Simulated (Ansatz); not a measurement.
# BH₆NO (built from SMILES BO.N): a barrier at many levels of theory

How high is the barrier of this step (B1–N6 tightened, O2–H5 formed, B1–O2 broken, H5–N6 broken), and how far do cheaper methods land from CCSD(T)?

Program: Ansatz 0.2.0, Gaussian basis. Level of theory: single points in def2-TZVPP on PBE0-D4/def2-TZVP structures. These are calculated values, not measurements.

Levels: SPW92, PBE-D4, BLYP-D4, r2SCAN-D4, B97M-V, PBE0-D4, B3LYP-D4, r2SCAN0-D4, BHLYP-D4, CAM-B3LYP-D4, wB97X-V, wB97M-V, B2PLYP, PBE-QIDH, RPA on PBE, Hartree-Fock, MP2, CCSD, CCSD(T). The reference is CCSD(T) at the basis limit, from triple and quadruple zeta. Zero-point energies come from PBE0-D4 vibrations.

Correlated methods freeze the cores. B3LYP uses VWN-RPA correlation. B2PLYP carries no dispersion term here.

23 further runs of the same task are left out: 23 set aside as unsound or not needed.

## (1) The three structures

Charge 0, multiplicity 1. The folders r, ts and p hold the start, the saddle and the end; their coordinates stand in the first inputs.

| pair | r (Å) | ts (Å) | p (Å) |
| --- | --- | --- | --- |
| B1–N6 | 1.680 | 1.561 | 1.382 |
| O2–H5 | 2.621 | 1.165 | 0.961 |
| B1–O2 | 1.434 | 1.618 | 3.704 |
| H5–N6 | 1.016 | 1.366 | 3.336 |

## (2) wB97M-V/def2-TZVPP

r/in.yaml

```yaml
crystal:
  periodic: [false, false, false]
  atoms:
    - {symbol: B, position_ang: [-0.468439, 0.281487, -0.465647]}
    - {symbol: O, position_ang: [0.593104, 0.332007, -1.429084]}
    - {symbol: H, position_ang: [-1.323298, -0.569648, -0.648526]}
    - {symbol: H, position_ang: [-0.917164, 1.374859, -0.169931]}
    - {symbol: H, position_ang: [1.039131, 0.446042, 1.150762]}
    - {symbol: N, position_ang: [0.268977, -0.190284, 0.968082]}
    - {symbol: H, position_ang: [0.536637, -0.390804, -2.051903]}
    - {symbol: H, position_ang: [0.648875, -1.129005, 0.896826]}
    - {symbol: H, position_ang: [-0.377825, -0.154654, 1.749420]}
basis:
  gaussian: {orbitals: def2-TZVPP}
hamiltonian: {xc: {name: wB97M-V}}
```

ts/in.yaml

```yaml
crystal:
  periodic: [false, false, false]
  atoms:
    - {symbol: B, position_ang: [-0.637986, 0.153097, -0.277339]}
    - {symbol: O, position_ang: [0.731386, 0.520309, -1.057610]}
    - {symbol: H, position_ang: [-1.161600, -0.791680, -0.814765]}
    - {symbol: H, position_ang: [-1.293961, 1.152429, -0.160233]}
    - {symbol: H, position_ang: [1.034633, 0.107823, -0.010926]}
    - {symbol: N, position_ang: [0.177536, -0.232655, 0.996589]}
    - {symbol: H, position_ang: [0.911997, -0.097597, -1.771437]}
    - {symbol: H, position_ang: [0.134235, -1.193815, 1.301586]}
    - {symbol: H, position_ang: [0.103759, 0.382088, 1.794135]}
basis:
  gaussian: {orbitals: def2-TZVPP}
hamiltonian: {xc: {name: wB97M-V}}
```

p/in.yaml

```yaml
crystal:
  periodic: [false, false, false]
  atoms:
    - {symbol: B, position_ang: [-1.466861, -0.026406, 0.427339]}
    - {symbol: O, position_ang: [1.903885, 0.007900, -1.107965]}
    - {symbol: H, position_ang: [-1.512440, -0.092798, -0.770750]}
    - {symbol: H, position_ang: [-2.465696, -0.023818, 1.089409]}
    - {symbol: H, position_ang: [1.593575, 0.726531, -1.664997]}
    - {symbol: N, position_ang: [-0.232331, 0.048018, 1.043018]}
    - {symbol: H, position_ang: [1.666146, -0.794234, -1.580217]}
    - {symbol: H, position_ang: [0.635978, 0.048940, 0.523026]}
    - {symbol: H, position_ang: [-0.122256, 0.105867, 2.041138]}
basis:
  gaussian: {orbitals: def2-TZVPP}
hamiltonian: {xc: {name: wB97M-V}}
```

No record of the launch command was kept for these runs.

After this run come: CCSD(T)/def2-TZVPP; MP2/def2-QZVPP; Vibrations of the start structure; Vibrations of the end structure.

Q: Predict the outcome of this session. Wanted: barrier, CCSD(T)/CBS; reverse barrier, CCSD(T)/CBS; step energy, CCSD(T)/CBS; barrier with zero-point energy; step energy with zero-point energy; imaginary mode at the saddle; largest T1 diagnostic.

As calculated:

```
                          quantity          value
              barrier, CCSD(T)/CBS  25.2 kcal/mol
      reverse barrier, CCSD(T)/CBS  18.0 kcal/mol
          step energy, CCSD(T)/CBS  +7.2 kcal/mol
    barrier with zero-point energy  22.3 kcal/mol
step energy with zero-point energy  +4.6 kcal/mol
      imaginary mode at the saddle     1185i cm⁻¹
             largest T1 diagnostic          0.011
```

B2PLYP is the best functional here (-0.5 kcal/mol from CCSD(T)/CBS); SPW92 is the worst (-9.0 kcal/mol). Mean unsigned error by rung: LDA 9.0, GGA 3.8, meta-GGA 1.8, hybrid 1.6, range-separated hybrid 1.0, double hybrid 0.7 kcal/mol. PBE-D4 gives a barrier 5.0 kcal/mol too low, outside chemical accuracy (1 kcal/mol). The barrier rises with the share of exact exchange, from BLYP-D4 through B3LYP-D4 to BHLYP-D4 (-2.7, -0.9, +2.4 kcal/mol). Hartree-Fock, with no correlation, is off by +9.0 kcal/mol. Zero-point motion lowers the barrier by 2.9 kcal/mol.
